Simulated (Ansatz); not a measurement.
We consider chalcopyrite CdGeAs2, described by PBE-D4 (Ansatz, an electronic-structure program, plane waves, PAW).

Output (set-up and result lines):

```
Relaxation: its limit of steps is 80 (relax.max_steps)
Crystal: 8 atoms, lattice volume = 193.555 Å³
Basis set: ecut = 520 eV, 5189 PW (Γ), exchange–correlation on 108×108×108 points (8 copies of the dense FFT grid, shifted against one another)
Bands: 77, of which v1, the nominal top of the filled ones, is band 64 counted from 1 (63 counted from 0)
Symmetry: 8 space group operations
Space group: I-42d (ITA 122), of the structure as read, at distance tolerance 5.8e-5 Å
k-points: 59 of 512 (time reversal used)
Functional: x = pbe(κ = 0.804, μ = 0.2195149727645171), c = pbe(β = 0.06672455060314922)
SCF iter   1: F=—  HF=-44526.894308 eV  |F-HF|=—  |Δ(HF+E_count)|=         —  Δρ=1.25e-3  dr2=4.21e-3
SCF iter   2: F=—  HF=-44526.895608 eV  |F-HF|=—  |Δ(HF+E_count)|=   1.30e-3  Δρ=6.56e-4  dr2=1.04e-3
  ...
SCF 1 converged in 7 iterations: F = -44526.895554 eV  dr2 = 4.15e-8
Crystal: 8 atoms, lattice volume = 193.555 Å³
Basis set: ecut = 520 eV, 5181 PW (Γ), exchange–correlation on 108×108×108 points (8 copies of the dense FFT grid, shifted against one another)
Initial density: handed on by an earlier stage of this run
SCF 2 converged in 5 iterations: F = -44526.895948 eV  dr2 = 1.63e-8
Crystal: 8 atoms, lattice volume = 193.555 Å³
SCF 3 converged in 4 iterations: F = -44526.895970 eV  dr2 = 3.24e-9
Crystal: 8 atoms, lattice volume = 193.555 Å³
SCF iter   4: F=—  HF=-44526.895970 eV  |F-HF|=—  |Δ(HF+E_count)|=   2.88e-9  Δρ=3.29e-7  dr2=7.37e-11
SCF iter   5: F=-44526.895970 eV  HF=-44526.895970 eV  |F-HF|=7.57e-10  |Δ(HF+E_count)|=   3.09e-9  Δρ=1.42e-7  dr2=1.09e-11
SCF 4 converged in 5 iterations: F = -44526.895970 eV  dr2 = 1.09e-11
SCF converged after 5 iterations
Free energy (F): -44526.895970 eV
Internal energy: -44526.895965 eV  (E = F + TS)
E sigma→0 (E₀):  -44526.895968 eV
Fermi energy:    9.222197 eV
--- Forces (eV/Å), atoms counted from 1 ---
  atom   1  Cd     0.00000000     0.00000000    -0.00000000
  atom   2  Cd     0.00000000    -0.00000000    -0.00000000
  atom   3  Ge     0.00000000     0.00000000    -0.00000000
  atom   4  Ge     0.00000000     0.00000000    -0.00000000
  atom   5  As    -0.00202175     0.00000000    -0.00000000
  atom   6  As    -0.00000000     0.00202175    -0.00000000
  atom   7  As     0.00202175    -0.00000000     0.00000000
  atom   8  As    -0.00000000    -0.00202175     0.00000000
--- Stress (GPa, compression-positive) ---
        2.655824      -0.000000       0.000000
       -0.000000       2.655824      -0.000000
        0.000000      -0.000000       2.645197
  P = ⅓ Tr σ = 2.6523 GPa (26.523 kbar)
```

**Question.** Write an input file that could have produced this run (the log leaves some choices open).

**Answer.** Several could match; the one computed here: 
Ansatz 0.2 input:
```yaml
crystal:
  lattice:
    - [-2.9459388773, 2.9459388773, 5.5756811429]
    - [2.9459388773, -2.9459388773, 5.5756811429]
    - [2.9459388773, 2.9459388773, -5.5756811429]
  atoms:
    - { symbol: Cd, position: [0.0, 0.0, 0.0] }
    - { symbol: Cd, position: [0.75, 0.25, 0.5] }
    - { symbol: Ge, position: [0.5, 0.5, 0.0] }
    - { symbol: Ge, position: [0.25, 0.75, 0.5] }
    - { symbol: As, position: [0.875, 0.8487689517, 0.4737689517] }
    - { symbol: As, position: [0.1512310483, 0.625, 0.0262310483] }
    - { symbol: As, position: [0.375, 0.4012310483, 0.5262310483] }
    - { symbol: As, position: [0.5987689517, 0.125, 0.9737689517] }
basis:
  ecutwfc: 520
  ecutrho_ratio: 4
  xc_grid: 2
kpoints:
  mp_grid: { grid: [8, 8, 8] }
hamiltonian:
  xc: pbe
  dispersion: d4
  pseudopotentials: { kind: paw }
scf:
  occupations: { method: fermi_dirac, width: 0.01 }
output:
  forces: true
  stress: true
  eigenvalues: true
relax:
  f_tol: 0.004
  escape_saddle: false
  max_steps: 80
  cell: { stress_tol: 0.02, fix: [volume] }
```

The cell is one volume of an energy–volume scan, off the minimum.

It cost about 5 core-minutes (a rough figure) of CPU time.
